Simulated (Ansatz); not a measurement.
# LiMgH (triplet): from Hartree-Fock to the top rungs at scale of all distances = 1.000, cc-pVTZ

An exercise on one series of results from a longer session: the logs are not shown, and one member is left open.

Program: Ansatz 0.2.0, Gaussian basis. Level of theory: cc-pVTZ, core rule «outside noble gas», up to 6 orbitals frozen. These are calculated values, not measurements.

To be run: UHF; CCSD(T) on ROHF; CCSD(T) on UHF; BCCD(T) on ROHF; CCSDT(Q) on ROHF; CCSDT(Q) on UHF; Full CI.

28 further runs of the same task are left out: 16 for a known fault of the program, 10 that didn't finish, 2 set aside as unsound or not needed. Runs told in other sessions of the task aren't counted.

## The system

The geometry derives from a PBE0/def2-TZVP stationary point (not a proven minimum). All distances are scaled together.

3 atoms, charge 0, spin multiplicity 3.

Atoms are counted from 1 here; the program's logs count them from 0.

Bond lengths: Li1–H3 1.790 Å, Mg2–H3 1.811 Å. Angles: Li1–H3–Mg2 104.5°.

The first run:

File in.yaml:

```yaml
crystal:
  periodic: [false, false, false]
  atoms:
    - {symbol: Li, position_ang: [0.000000, -0.137297, 2.185636]}
    - {symbol: Mg, position_ang: [0.000000, -0.003501, -0.658559]}
    - {symbol: H, position_ang: [0.000000, 1.029907, 0.829180]}
basis:
  gaussian: {orbitals: cc-pVTZ}
magnetization: {spin_polarized: true, initial_magnetization: 2}
hamiltonian: {xc: hf}
output: {orbitals: {seedname: orbitals}}
```

Launch:

```bash
ansatz run in.yaml --threads 1 --pin off --events-out ev --progress --plain --max-ram 2393MiB
```

Steps of the session up to this table: UHF; CCSD(T) on ROHF; CCSD(T) on UHF; BCCD(T) on ROHF; CCSDT(Q) on ROHF; CCSDT(Q) on UHF; Full CI.

One of the session's tables, all rows but one given; the rest of the session is left out.

| method | from FCI (kJ/mol) |
| --- | --- |
| ROHF | +130.3 |
| UHF | ? |
| RMP2 | +34.2 |
| UMP2 | +33.8 |
| RCCSD | +3.6 |
| UCCSD | +3.5 |
| RCCSD(T) | +1.1 |
| UCCSD(T) | +1.0 |
| BCCD(T) | +1.0 |
| RCCSDT | +0.1 |
| UCCSDT | 0.0 |
| RCCSDT(Q) | 0.0 |
| UCCSDT(Q) | -0.1 |
| FCI | 0 |

Q: Estimate the row for UHF from the others.

As computed: from FCI (kJ/mol): +129.1. In the column «from FCI (kJ/mol)» it lies between RMP2 (+34.2) and ROHF (+130.3).

Limits of these values: Levels on UHF freeze UHF's core orbitals, full CI those of ROHF, so the U rows can settle a little off it for that reason alone. Restricted and unrestricted rows rest on different reference determinants; a gap between their highest levels can come from leftover correlation error, from unlike frozen cores or from another state.
